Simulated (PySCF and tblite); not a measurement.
Results of a calculation; reference values are marked as such.
C₅H₁₀, numbered as in [CH2:1]=[CH:2][CH2:3][CH2:4][CH3:5]. Conformers came from 90 starts (ETKDG and KDG, MMFF94s, GFN2-xTB); geometries are PBE0-D3(BJ)/def2-SVP. Free energies are PBE0-D3(BJ)/def2-TZVP single points with GFN2-xTB rigid-rotor and vibrational terms (modes under about 100 cm⁻¹ blended into free rotors). Symmetry numbers and mirror images are counted. Conformers within 4 kcal/mol (GFN2-xTB free energy) were kept, 7 at most. GIAO shieldings: PBE0/pcSseg-1. Shifts are against TMS (¹H), TMS (¹³C) at the same level. Programs: PySCF with density fitting and tblite.

Torsions listed: C1–C2–C3–C4, C2–C3–C4–C5. Of a mirror pair one member is shown.

```
conformer       shape  point group  mirror pair  ΔE(DFT)  Δ(G−E) at 400 K  δ C4 (ppm)
        1  120°, 178°           C1          yes     0.00             0.00        27.1
        2  -120°, 64°           C1          yes     0.02             0.08        24.0
        3    0°, 180°           Cs           no     0.19             0.06        20.4
        4   115°, 63°           C1          yes     0.63             0.07        26.9
        5  -10°, -72°           C1          yes     1.07             0.23        18.9
```

Energies in kcal/mol; the thermal term leaves out symmetry numbers and mirror images.

Question: Work out the weights at 400 K and the ¹³C shift of C4 under fast exchange.

Answer: RT = 0.795 kcal/mol. Each conformer gets RT ln(σ/g), with σ the rotational symmetry number and g = 2 for a mirror pair: 1: σ = 1, g = 2, G = 0.00 + 0.00 − 0.55 = -0.55, 0.00 above the lowest, exp(−ΔG/RT) = 1.000; 2: σ = 1, g = 2, G = 0.02 + 0.08 − 0.55 = -0.45, 0.10 above the lowest, exp(−ΔG/RT) = 0.881; 3: σ = 1, g = 1, G = 0.19 + 0.06 + 0.00 = 0.25, 0.80 above the lowest, exp(−ΔG/RT) = 0.364; 4: σ = 1, g = 2, G = 0.63 + 0.07 − 0.55 = 0.15, 0.71 above the lowest, exp(−ΔG/RT) = 0.412; 5: σ = 1, g = 2, G = 1.07 + 0.23 − 0.55 = 0.75, 1.30 above the lowest, exp(−ΔG/RT) = 0.194. The sum is 2.851, so the weights are 35.1, 30.9, 12.8, 14.4, 6.8 %. The averaged shift is 24.7 ppm. At 298.15 K it is 24.9 ppm. At 298.15 K the leading conformer alone gives 27.1 ppm and bare DFT energies give 24.2 ppm.
